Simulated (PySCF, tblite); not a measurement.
**disiloxane (Si₂H₆O): dynamics, then NMR shifts and electronic excitations on frames**

How do NMR shifts and electronic excitations of disiloxane (Si₂H₆O) (`[SiH3]O[SiH3]`) change as the atoms move?

Computed with tblite 0.8.0 and PySCF 2.14.0, with density-fitted response routines of our own, on a single molecule in the gas phase. Atoms are numbered from 0 throughout.

## 1. The molecule as given

9 atoms, charge 0, multiplicity 1; geometry from: GFN2-xTB.

Bonds of the start (Å): Si0–O1 1.62, O1–Si2 1.62, Si0–H3 1.46, Si0–H4 1.46, Si0–H5 1.46, Si2–H6 1.46, Si2–H7 1.46, Si2–H8 1.46.

## 2. Thermal motion with GFN2-xTB

The job: settings as JSON, then the geometry in Å.

```
{"job": {"kind": "md", "xc": "GFN2-xTB", "basis": "xTB", "temperature": 200, "steps": 2000, "every": 50, "frames": 5}, "charge": 0, "multiplicity": 1}
Si    -1.592559    -0.217384     0.079980
O      0.020394    -0.105055     0.090803
Si     1.597316     0.209598    -0.077850
H     -2.121871     1.023532    -0.484002
H     -1.924369    -1.373643    -0.750796
H     -1.988900    -0.399895     1.474265
H      2.256533    -1.089486    -0.192186
H      1.759147     1.017997    -1.285234
H      2.007870     0.940329     1.119841
```

With the program's defaults for keys left out, this is: GFN2-xTB Langevin dynamics, gas phase.

Started as:

```bash
OMP_NUM_THREADS=1 python probes_run.py task.json out
```

One launch serves the whole session: the jobs run in the order shown.

The log of the run:

```text
t/fs     T/K      E/eV
    0.0   186.1   -291.08793
   25.0   163.7   -290.97189
   50.0   216.9   -290.93512
   75.0   156.6   -290.93168
  100.0   181.0   -290.88348
  125.0   206.5   -290.96507
  150.0   201.1   -290.94011
  175.0   143.4   -290.89655
  200.0   165.9   -290.91693
  225.0   154.2   -290.90677
  250.0   133.4   -290.89677
  275.0   207.8   -290.92877
  300.0   205.2   -290.90235
  325.0   145.7   -290.87063
  350.0   227.7   -290.91981
  375.0   144.6   -290.97806
  400.0   175.6   -291.00931
  425.0   159.1   -290.96377
  450.0   101.6   -290.84951
  475.0   208.2   -290.93607
  500.0   228.4   -290.91584
  525.0   190.6   -290.95237
  550.0   203.7   -290.95017
  575.0   220.8   -290.89253
  600.0   278.9   -290.95722
  625.0   259.4   -290.86803
  650.0   181.1   -290.88993
  675.0   264.2   -290.91991
  700.0   259.4   -290.88466
  725.0   213.6   -290.86454
  750.0   198.5   -290.94993
  775.0   208.9   -290.93543
  800.0   242.1   -290.94359
  825.0   264.1   -290.97931
  850.0   191.9   -290.90452
  875.0   176.3   -290.91103
  900.0   208.5   -290.83791
  925.0   177.7   -290.93186
  950.0   195.8   -290.95892
  975.0   148.3   -290.93470
 1000.0   203.5   -290.98652
```

Run time: 5.6 s. Hardware: 1 thread of Intel Xeon Platinum 8488C, shared host; peak memory 0.18 GiB.

Distance from the start (root mean square after alignment): 0 fs 0.00 Å, 200 fs 0.53 Å, 400 fs 0.45 Å, 600 fs 0.60 Å, 800 fs 0.58 Å, 1000 fs 0.39 Å.

Positions (Å) and forces (eV/Å) at 1000 fs:

```xyz
9

Si   -2.615    0.404    0.695   -0.050   -0.514   -0.074
O    -1.053    0.246    0.314    0.362   -0.005   -0.418
Si    0.208   -0.095   -0.668    0.435    0.092    0.821
H    -3.305    1.393   -0.076   -0.083    0.620   -0.446
H    -3.315   -0.838    0.406    0.039   -0.292    0.019
H    -2.620    0.733    2.088    0.090    0.121    0.581
H     0.108   -1.441   -1.169   -0.248   -0.430   -0.213
H     0.270    0.852   -1.768   -0.059    0.171    0.009
H     1.404   -0.105    0.232   -0.486    0.236   -0.279
```

## 3. NMR shieldings: 250 fs, PBE0/pcSseg-1

The job: settings as JSON, then the geometry in Å.

```
{"job": {"kind": "nmr", "xc": "PBE0", "basis": "pcSseg-1", "pop": false}, "charge": 0, "multiplicity": 1}
Si    -1.518100    -0.390700     0.437400
O      0.031600    -0.168700     0.054800
Si     1.652000    -0.275200    -0.069000
H     -1.881300     0.817300     1.149000
H     -2.362500    -0.402900    -0.748100
H     -1.801400    -1.651300     1.295000
H      2.074900    -1.623000    -0.297900
H      2.069100     0.749000    -0.989100
H      2.220300     0.039000     1.280900
```

With the program's defaults for keys left out, this is: GIAO PBE0/pcSseg-1 NMR shielding, non-relativistic, gas phase.

The log of the run:

```text
coarse grid: 8056 points
cycle   1  E = -657.3859558943  dE =  7.915e-02  |g| = 7.277e-01  |ddm| = 2.625e+00
cycle   2  E = -657.2042197478  dE =  1.817e-01  |g| = 1.214e+00  |ddm| = 1.407e+00
cycle   3  E = -657.4755514668  dE = -2.713e-01  |g| = 6.024e-02  |ddm| = 1.021e+00
cycle   4  E = -657.4763057710  dE = -7.543e-04  |g| = 1.484e-02  |ddm| = 7.417e-02
cycle   5  E = -657.4763446432  dE = -3.887e-05  |g| = 1.054e-03  |ddm| = 1.696e-02
cycle   6  E = -657.4763449545  dE = -3.113e-07  |g| = 1.687e-04  |ddm| = 1.640e-03
final grid: 67296 points
cycle   7  E = -657.5028035933  dE = -3.107e-06  |g| = 6.336e-03  |ddm| = 7.882e-03
cycle   8  E = -657.5027934992  dE =  1.009e-05  |g| = 9.890e-03  |ddm| = 9.723e-03
cycle   9  E = -657.5028099451  dE = -1.645e-05  |g| = 2.737e-04  |ddm| = 6.268e-03
cycle  10  E = -657.5028099592  dE = -1.410e-08  |g| = 2.657e-05  |ddm| = 2.746e-04
cycle  11  E = -657.5028099593  dE = -1.185e-10  |g| = 5.514e-06  |ddm| = 3.649e-05
converged SCF energy = -657.5028099593

GIAO shielding tensors (ppm)
atom      isotropic    diamagn.    paramagn.     s11        s22        s33       span
  0 Si     396.272     878.710    -482.438    352.241    361.110    475.464    123.223
  1 O      351.016     396.091     -45.075    267.884    379.763    405.400    137.515
  2 Si     393.250     878.951    -485.701    347.312    356.117    476.321    129.009
  3 H       26.754      29.500      -2.746     23.318     25.131     31.811      8.493
  4 H       26.717      29.118      -2.400     23.618     25.060     31.474      7.856
  5 H       25.712      27.363      -1.651     22.842     24.204     30.090      7.247
  6 H       26.925      29.239      -2.314     23.693     25.338     31.744      8.050
  7 H       26.860      29.288      -2.428     23.467     25.145     31.967      8.499
  8 H       26.340      28.676      -2.336     23.248     24.985     30.788      7.540
```

Run time: 3.7 s. Hardware: 1 thread of Intel Xeon Platinum 8488C, shared host; peak memory 0.42 GiB.

The references, computed at this level on geometries of the same kind, shield at (ppm): ¹H TMS 31.72, ²⁹Si TMS 349.2, ¹⁷O H2O 336.1. Their shielding less the atom's gives the shift. The references are single molecules in the gas phase, so shifts against H2O, NH3, PH3, H3PO4 or CFCl3 are not on the usual liquid scales and can be off by tens of ppm. Each atom is listed at this fixed geometry, with no averaging over motion; a spectrum would average atoms that exchange fast.

| atoms | environment | σ (ppm) | δ (ppm) |
| --- | --- | --- | --- |
| H5 | hydrogen on a silicon bonded to O | 25.71 | 6.01 |
| H8 | hydrogen on a silicon bonded to O | 26.34 | 5.38 |
| H4 | hydrogen on a silicon bonded to O | 26.72 | 5.00 |
| H3 | hydrogen on a silicon bonded to O | 26.75 | 4.96 |
| H7 | hydrogen on a silicon bonded to O | 26.86 | 4.86 |
| H6 | hydrogen on a silicon bonded to O | 26.93 | 4.79 |
| Si2 | silicon bonded to O, 3 H | 393.2 | -44.1 |
| Si0 | silicon bonded to O, 3 H | 396.3 | -47.1 |
| O1 | oxygen bonded to 2 Si | 351.0 | -14.9 |

## 4. TDDFT and polarisability: 250 fs, PBE0/def2-SVPD

The job, as its differences from that of step 3:

```diff
@@ -1,2 +1,2 @@
-{"job": {"kind": "nmr", "xc": "PBE0", "basis": "pcSseg-1", "pop": false}, "charge": 0, "multiplicity": 1}
+{"job": {"kind": "uv", "xc": "PBE0", "basis": "def2-SVPD", "nstates": 5, "ntriplets": 0}, "charge": 0, "multiplicity": 1}
 Si    -1.518100    -0.390700     0.437400
```

With the program's defaults for keys left out, this is: TDDFT PBE0/def2-SVPD, vertical, gas phase, core orbitals frozen in the response.

The log of the run:

```text
coarse grid: 8056 points
cycle   1  E = -657.1211368590  dE =  6.878e-02  |g| = 6.804e-01  |ddm| = 3.150e+00
cycle   2  E = -656.9365311576  dE =  1.846e-01  |g| = 1.177e+00  |ddm| = 1.631e+00
cycle   3  E = -657.2063257699  dE = -2.698e-01  |g| = 4.944e-02  |ddm| = 1.044e+00
cycle   4  E = -657.2069495945  dE = -6.238e-04  |g| = 1.202e-02  |ddm| = 1.367e-01
cycle   5  E = -657.2069992703  dE = -4.968e-05  |g| = 6.897e-04  |ddm| = 2.330e-02
cycle   6  E = -657.2069994521  dE = -1.819e-07  |g| = 1.846e-04  |ddm| = 2.048e-03
final grid: 67296 points
cycle   7  E = -657.2937913006  dE = -2.753e-06  |g| = 5.681e-03  |ddm| = 3.772e-02
cycle   8  E = -657.2937813052  dE =  9.995e-06  |g| = 9.243e-03  |ddm| = 1.188e-02
cycle   9  E = -657.2937971620  dE = -1.586e-05  |g| = 1.334e-04  |ddm| = 7.760e-03
cycle  10  E = -657.2937971683  dE = -6.251e-09  |g| = 2.297e-05  |ddm| = 3.723e-04
cycle  11  E = -657.2937971685  dE = -1.744e-10  |g| = 4.748e-06  |ddm| = 5.756e-05
converged SCF energy = -657.2937971685

Static polarisability (au): isotropic 56.877, principal 52.745 54.636 63.251

Singlet excitations
state   eV       nm        f      main configurations
  1   6.8612    180.7   0.00219   H->L 0.98
  2   7.1712    172.9   0.00146   H-1->L 0.98
  3   7.9729    155.5   0.00087   H-2->L 0.58, H->L+2 0.32
  4   8.0457    154.1   0.07297   H->L+1 0.95
  5   8.3273    148.9   0.04229   H-3->L 0.31, H-1->L+2 0.29, H-1->L+1 0.21
```

Run time: 4.3 s. Hardware: 1 thread of Intel Xeon Platinum 8488C, shared host; peak memory 0.52 GiB.

The orbitals next to the gap, with their largest atomic shares:

| orbital | eV | atoms |
| --- | --- | --- |
| HOMO−3 | -10.06 | Si2 24 %, Si0 17 %, H7 16 % |
| HOMO−2 | -9.66 | Si0 22 %, Si2 20 %, H8 16 % |
| HOMO−1 | -8.78 | O1 31 %, Si0 20 %, H5 19 % |
| HOMO | -8.48 | O1 30 %, Si2 16 %, H8 14 % |
| LUMO | -0.21 | Si2 25 %, Si0 22 %, O1 13 % |
| LUMO+1 | 0.65 | Si2 31 %, Si0 28 %, H5 7 % |
| LUMO+2 | 0.96 | Si2 31 %, Si0 26 %, H5 9 % |

With each of the 5 states as a Gaussian band of 0.4 eV half-width at 1/e, the curve within the window shown has maxima at 177 nm (ε 130), 153 nm (ε 4,200) L/(mol cm). Beyond the last state computed it falls off for lack of states. The curve at chosen wavelengths:

```tsv
nm	ε (L/mol/cm)
144	1335
146	2172
148	3064
150	3796
153	4194
155	3898
157	3259
159	2460
161	1687
163	1062
166	473
168	276
170	180
172	142
174	131
176	131
179	129
181	122
183	109
185	93
187	76
189	58
192	36
194	25
196	16
198	10
```

Ground-state properties from the same run:

| property | computed |
| --- | --- |
| dipole moment (D) | 0.60 |
| polarisability (Å³) | 8.43 |
| HOMO–LUMO gap (eV) | 8.27 |
| −ε(HOMO) (eV) | 8.48 |

## 5. NMR shieldings: 425 fs, PBE0/pcSseg-1

The job: settings as JSON, then the geometry in Å.

```
{"job": {"kind": "nmr", "xc": "PBE0", "basis": "pcSseg-1", "pop": false}, "charge": 0, "multiplicity": 1}
Si    -1.518600    -0.594800     0.358300
O      0.004000    -0.458800    -0.129900
Si     1.623900    -0.580600    -0.364500
H     -2.170900     0.735200     0.355300
H     -2.129000    -1.447700    -0.680900
H     -1.539400    -1.110400     1.744700
H      1.687900    -1.431500    -1.517600
H      2.139600     0.754500    -0.518900
H      2.351500    -1.167700     0.857300
```

Method: GIAO PBE0/pcSseg-1 NMR shielding, non-relativistic, gas phase.

The log of the run:

```text
coarse grid: 8056 points
cycle   1  E = -657.3822860737  dE =  6.942e-02  |g| = 7.449e-01  |ddm| = 2.619e+00
cycle   2  E = -657.1840316587  dE =  1.983e-01  |g| = 1.256e+00  |ddm| = 1.512e+00
cycle   3  E = -657.4768987070  dE = -2.929e-01  |g| = 5.877e-02  |ddm| = 1.108e+00
cycle   4  E = -657.4775926638  dE = -6.940e-04  |g| = 1.537e-02  |ddm| = 7.199e-02
cycle   5  E = -657.4776320357  dE = -3.937e-05  |g| = 8.877e-04  |ddm| = 1.710e-02
cycle   6  E = -657.4776322629  dE = -2.271e-07  |g| = 1.504e-04  |ddm| = 1.498e-03
final grid: 67296 points
cycle   7  E = -657.5040149515  dE = -2.851e-06  |g| = 6.170e-03  |ddm| = 7.480e-03
cycle   8  E = -657.5040053659  dE =  9.586e-06  |g| = 9.637e-03  |ddm| = 9.648e-03
cycle   9  E = -657.5040209789  dE = -1.561e-05  |g| = 2.608e-04  |ddm| = 6.193e-03
cycle  10  E = -657.5040209907  dE = -1.182e-08  |g| = 2.464e-05  |ddm| = 2.484e-04
cycle  11  E = -657.5040209908  dE = -9.913e-11  |g| = 4.736e-06  |ddm| = 3.284e-05
converged SCF energy = -657.5040209908

GIAO shielding tensors (ppm)
atom      isotropic    diamagn.    paramagn.     s11        s22        s33       span
  0 Si     394.022     879.236    -485.214    351.612    361.531    468.922    117.310
  1 O      341.604     397.000     -55.395    241.214    375.522    408.077    166.863
  2 Si     389.056     878.923    -489.867    345.046    358.181    463.942    118.897
  3 H       26.386      29.276      -2.890     23.362     24.870     30.926      7.564
  4 H       26.261      28.699      -2.438     22.825     24.761     31.198      8.373
  5 H       26.339      28.834      -2.496     23.208     24.832     30.976      7.768
  6 H       26.710      29.185      -2.475     23.086     25.168     31.878      8.792
  7 H       26.789      29.779      -2.990     23.493     25.263     31.611      8.118
  8 H       25.796      27.864      -2.068     23.015     24.479     29.895      6.880
```

It took 3.4 s on 1 thread of Intel Xeon Platinum 8488C, shared host; peak memory 0.43 GiB.

In short: δ Si2 -39.9, Si0 -44.9, O1 -5.5, H8 5.92, H4 5.46 ppm.

## 6. Ultraviolet spectrum: 425 fs, PBE0/def2-SVPD

The job, as its differences from that of step 5:

```diff
@@ -1,2 +1,2 @@
-{"job": {"kind": "nmr", "xc": "PBE0", "basis": "pcSseg-1", "pop": false}, "charge": 0, "multiplicity": 1}
+{"job": {"kind": "uv", "xc": "PBE0", "basis": "def2-SVPD", "nstates": 5, "ntriplets": 0}, "charge": 0, "multiplicity": 1}
 Si    -1.518600    -0.594800     0.358300
```

Level: TDDFT PBE0/def2-SVPD, vertical, gas phase, core orbitals frozen in the response.

The log of the run:

```text
coarse grid: 8056 points
cycle   1  E = -657.1177812574  dE =  5.859e-02  |g| = 6.967e-01  |ddm| = 3.089e+00
cycle   2  E = -656.9142814547  dE =  2.035e-01  |g| = 1.224e+00  |ddm| = 1.670e+00
cycle   3  E = -657.2078703968  dE = -2.936e-01  |g| = 4.680e-02  |ddm| = 1.070e+00
cycle   4  E = -657.2084145541  dE = -5.442e-04  |g| = 1.173e-02  |ddm| = 1.265e-01
cycle   5  E = -657.2084605004  dE = -4.595e-05  |g| = 5.855e-04  |ddm| = 2.338e-02
cycle   6  E = -657.2084606387  dE = -1.383e-07  |g| = 1.663e-04  |ddm| = 1.803e-03
final grid: 67296 points
cycle   7  E = -657.2952717287  dE = -2.472e-06  |g| = 5.581e-03  |ddm| = 3.708e-02
cycle   8  E = -657.2952619312  dE =  9.797e-06  |g| = 9.124e-03  |ddm| = 1.132e-02
cycle   9  E = -657.2952774045  dE = -1.547e-05  |g| = 1.136e-04  |ddm| = 7.490e-03
cycle  10  E = -657.2952774091  dE = -4.546e-09  |g| = 2.230e-05  |ddm| = 3.056e-04
cycle  11  E = -657.2952774093  dE = -1.673e-10  |g| = 3.743e-06  |ddm| = 5.762e-05
converged SCF energy = -657.2952774093

Static polarisability (au): isotropic 57.037, principal 53.098 54.562 63.452

Singlet excitations
state   eV       nm        f      main configurations
  1   6.8991    179.7   0.00282   H->L 0.97
  2   6.9795    177.6   0.00287   H-1->L 0.97
  3   7.9809    155.4   0.00477   H-2->L 0.52, H-1->L+2 0.18, H->L+2 0.15
  4   8.1073    152.9   0.05223   H->L+1 0.66
  5   8.1429    152.3   0.05108   H->L+2 0.42, H->L+1 0.27, H-3->L 0.12
```

It took 4.2 s on 1 thread of Intel Xeon Platinum 8488C, shared host; peak memory 0.51 GiB.

This run: HOMO -8.52 eV, LUMO -0.22 eV; lowest singlet 6.90 eV.

## 7. NMR shieldings: 625 fs, PBE0/pcSseg-1

The job: settings as JSON, then the geometry in Å.

```
{"job": {"kind": "nmr", "xc": "PBE0", "basis": "pcSseg-1", "pop": false}, "charge": 0, "multiplicity": 1}
Si    -2.023000    -0.506000     0.445600
O     -0.378000    -0.384200     0.279600
Si     1.032800    -0.341100    -0.458600
H     -2.446600     0.214000    -0.798000
H     -2.457700    -1.951800     0.353800
H     -2.433600     0.036200     1.745200
H      1.231000    -1.669500    -1.111500
H      1.073000     0.892400    -1.294700
H      1.867800    -0.248100     0.676100
```

With the program's defaults for keys left out, this is: GIAO PBE0/pcSseg-1 NMR shielding, non-relativistic, gas phase.

The log of the run:

```text
coarse grid: 8056 points
cycle   1  E = -657.3691586052  dE =  7.723e-02  |g| = 7.629e-01  |ddm| = 2.609e+00
cycle   2  E = -657.1535754642  dE =  2.156e-01  |g| = 1.300e+00  |ddm| = 1.624e+00
cycle   3  E = -657.4698011312  dE = -3.162e-01  |g| = 5.916e-02  |ddm| = 1.198e+00
cycle   4  E = -657.4704973809  dE = -6.962e-04  |g| = 1.607e-02  |ddm| = 7.256e-02
cycle   5  E = -657.4705409100  dE = -4.353e-05  |g| = 9.811e-04  |ddm| = 1.789e-02
cycle   6  E = -657.4705411803  dE = -2.702e-07  |g| = 2.683e-04  |ddm| = 1.733e-03
final grid: 67296 points
cycle   7  E = -657.4974016733  dE = -3.606e-06  |g| = 6.467e-03  |ddm| = 8.226e-03
cycle   8  E = -657.4973912142  dE =  1.046e-05  |g| = 1.007e-02  |ddm| = 1.018e-02
cycle   9  E = -657.4974082677  dE = -1.705e-05  |g| = 2.884e-04  |ddm| = 6.597e-03
cycle  10  E = -657.4974082827  dE = -1.504e-08  |g| = 3.168e-05  |ddm| = 2.813e-04
cycle  11  E = -657.4974082829  dE = -1.696e-10  |g| = 6.559e-06  |ddm| = 3.933e-05
converged SCF energy = -657.4974082829

GIAO shielding tensors (ppm)
atom      isotropic    diamagn.    paramagn.     s11        s22        s33       span
  0 Si     387.521     878.454    -490.932    336.679    366.708    459.177    122.498
  1 O      338.578     398.455     -59.877    230.285    376.403    409.047    178.762
  2 Si     390.702     879.832    -489.131    355.833    358.086    458.186    102.353
  3 H       25.941      28.669      -2.727     22.497     24.642     30.685      8.188
  4 H       26.023      27.938      -1.915     23.153     24.666     30.250      7.097
  5 H       26.445      28.609      -2.164     23.311     24.906     31.118      7.807
  6 H       26.099      28.840      -2.741     22.885     24.648     30.764      7.879
  7 H       26.092      29.243      -3.151     22.977     24.613     30.686      7.709
  8 H       26.939      30.597      -3.658     23.126     25.529     32.161      9.035
```

It took 3.4 s on 1 thread of Intel Xeon Platinum 8488C, shared host; peak memory 0.43 GiB.

In short: δ Si0 -38.4, Si2 -41.5, O1 -2.5, H3 5.78, H4 5.69 ppm.

## 8. Excited states and response: 625 fs, PBE0/def2-SVPD

The job, as its differences from that of step 7:

```diff
@@ -1,2 +1,2 @@
-{"job": {"kind": "nmr", "xc": "PBE0", "basis": "pcSseg-1", "pop": false}, "charge": 0, "multiplicity": 1}
+{"job": {"kind": "uv", "xc": "PBE0", "basis": "def2-SVPD", "nstates": 5, "ntriplets": 0}, "charge": 0, "multiplicity": 1}
 Si    -2.023000    -0.506000     0.445600
```

With the program's defaults for keys left out, this is: TDDFT PBE0/def2-SVPD, vertical, gas phase, core orbitals frozen in the response.

The log of the run:

```text
coarse grid: 8056 points
cycle   1  E = -657.1056231861  dE =  6.559e-02  |g| = 7.141e-01  |ddm| = 3.103e+00
cycle   2  E = -656.8809834509  dE =  2.246e-01  |g| = 1.274e+00  |ddm| = 1.815e+00
cycle   3  E = -657.2017300901  dE = -3.207e-01  |g| = 4.663e-02  |ddm| = 1.170e+00
cycle   4  E = -657.2022625615  dE = -5.325e-04  |g| = 1.233e-02  |ddm| = 1.304e-01
cycle   5  E = -657.2023121887  dE = -4.963e-05  |g| = 8.190e-04  |ddm| = 2.412e-02
cycle   6  E = -657.2023124138  dE = -2.251e-07  |g| = 2.869e-04  |ddm| = 2.324e-03
final grid: 67296 points
cycle   7  E = -657.2894585286  dE = -2.726e-06  |g| = 5.639e-03  |ddm| = 3.367e-02
cycle   8  E = -657.2894484443  dE =  1.008e-05  |g| = 9.239e-03  |ddm| = 1.238e-02
cycle   9  E = -657.2894643263  dE = -1.588e-05  |g| = 1.333e-04  |ddm| = 7.997e-03
cycle  10  E = -657.2894643323  dE = -5.972e-09  |g| = 2.764e-05  |ddm| = 3.450e-04
cycle  11  E = -657.2894643326  dE = -2.367e-10  |g| = 6.790e-06  |ddm| = 5.820e-05
converged SCF energy = -657.2894643326

Static polarisability (au): isotropic 57.170, principal 53.319 54.938 63.255

Singlet excitations
state   eV       nm        f      main configurations
  1   6.7368    184.0   0.00422   H->L 0.98
  2   6.8627    180.7   0.00200   H-1->L 0.98
  3   7.8952    157.0   0.01138   H->L+1 0.42, H->L+2 0.37, H-2->L 0.09
  4   7.9482    156.0   0.00865   H-1->L+2 0.36, H-2->L 0.22, H-1->L+1 0.20
  5   8.0320    154.4   0.06547   H->L+1 0.52, H->L+2 0.36
```

Run time: 4.2 s. Hardware: 1 thread of Intel Xeon Platinum 8488C, shared host; peak memory 0.51 GiB.

In short: HOMO -8.40 eV, LUMO -0.28 eV; lowest singlet 6.74 eV.

## 9. Shielding tensors: 800 fs, PBE0/pcSseg-1

The job: settings as JSON, then the geometry in Å.

```
{"job": {"kind": "nmr", "xc": "PBE0", "basis": "pcSseg-1", "pop": false}, "charge": 0, "multiplicity": 1}
Si    -2.440700     0.016500     0.471800
O     -0.964000    -0.269800    -0.074000
Si     0.603300     0.026600    -0.107800
H     -3.175100     0.666500    -0.698700
H     -3.038400    -1.273600     0.894700
H     -2.413000     1.059900     1.571800
H      1.334800    -1.201000    -0.345400
H      0.836400     1.043500    -1.154100
H      1.079400     0.599500     1.173500
```

With the program's defaults for keys left out, this is: GIAO PBE0/pcSseg-1 NMR shielding, non-relativistic, gas phase.

The log of the run:

```text
coarse grid: 8056 points
cycle   1  E = -657.3877938013  dE =  9.720e-02  |g| = 7.329e-01  |ddm| = 2.615e+00
cycle   2  E = -657.2152357611  dE =  1.726e-01  |g| = 1.198e+00  |ddm| = 1.351e+00
cycle   3  E = -657.4777725413  dE = -2.625e-01  |g| = 5.917e-02  |ddm| = 9.737e-01
cycle   4  E = -657.4784970815  dE = -7.245e-04  |g| = 1.521e-02  |ddm| = 7.319e-02
cycle   5  E = -657.4785391128  dE = -4.203e-05  |g| = 1.091e-03  |ddm| = 1.742e-02
cycle   6  E = -657.4785394377  dE = -3.249e-07  |g| = 2.439e-04  |ddm| = 1.698e-03
final grid: 67296 points
cycle   7  E = -657.5054397505  dE = -2.788e-06  |g| = 6.309e-03  |ddm| = 8.066e-03
cycle   8  E = -657.5054302030  dE =  9.547e-06  |g| = 9.730e-03  |ddm| = 9.506e-03
cycle   9  E = -657.5054460760  dE = -1.587e-05  |g| = 2.478e-04  |ddm| = 6.012e-03
cycle  10  E = -657.5054460868  dE = -1.089e-08  |g| = 2.750e-05  |ddm| = 2.416e-04
cycle  11  E = -657.5054460870  dE = -1.388e-10  |g| = 6.888e-06  |ddm| = 3.864e-05
converged SCF energy = -657.5054460870

GIAO shielding tensors (ppm)
atom      isotropic    diamagn.    paramagn.     s11        s22        s33       span
  0 Si     393.046     878.416    -485.370    355.335    358.132    465.671    110.337
  1 O      341.882     397.308     -55.426    263.944    374.829    386.872    122.928
  2 Si     396.348     879.473    -483.125    351.268    361.127    476.648    125.379
  3 H       25.851      27.513      -1.662     22.756     24.367     30.430      7.674
  4 H       26.314      27.806      -1.492     23.073     24.646     31.222      8.149
  5 H       25.978      28.081      -2.102     23.162     24.623     30.151      6.989
  6 H       26.873      29.683      -2.810     23.645     25.148     31.826      8.181
  7 H       26.542      29.520      -2.978     23.257     24.883     31.485      8.228
  8 H       26.543      29.727      -3.184     23.619     25.111     30.899      7.281
```

It took 3.5 s on 1 thread of Intel Xeon Platinum 8488C, shared host; peak memory 0.43 GiB.

Key values: δ Si0 -43.9, Si2 -47.2, O1 -5.8, H3 5.87, H5 5.74 ppm.

(Part 1 of 2 ends here.)
